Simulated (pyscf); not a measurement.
F–Si(O–SiH₃)(O–SiH₃)–O–SiH₃ + water (H₂O) → HO–Si(O–SiH₃)(O–SiH₃)–O–SiH₃ + hydrogen fluoride (HF) (four-centre exchange; singlet surface; F–Si, H–O broken, O–Si, F–H formed). Structures and frequencies: ωB97X-D3(BJ)/def2-SVP in PySCF. Energies in eV from the separated reactants.

```tsv
level	barrier	reaction energy
PBE/def2-TZVP	0.96	+0.48
r²SCAN/def2-TZVP	0.96	+0.48
B3LYP-D3(BJ)/def2-TZVP	1.09	+0.46
PBE0-D3(BJ)/def2-TZVP	0.98	+0.42
ωB97M-D3(BJ)/def2-TZVP	1.03	+0.45
HF/def2-TZVP	1.88	+0.56
```

The functionals in the table span 0.14 eV in this barrier, from r²SCAN to B3LYP-D3(BJ). On the reactant side the descent ends in an adduct with a O–Si contact (not fully relaxed), 0.02 eV over the separated species and 1.01 eV under the saddle at ωB97X-D3(BJ)/def2-TZVP. On the product side the descent ends in a bound adduct, 0.41 eV under the separated species and 1.02 eV under the saddle at ωB97X-D3(BJ)/def2-TZVP. What is counted as formed (O–Si) is already present as a longer contact in the reactant adduct; forming that adduct is a step of its own. One saddle was located; it need not be the lowest between these sides.
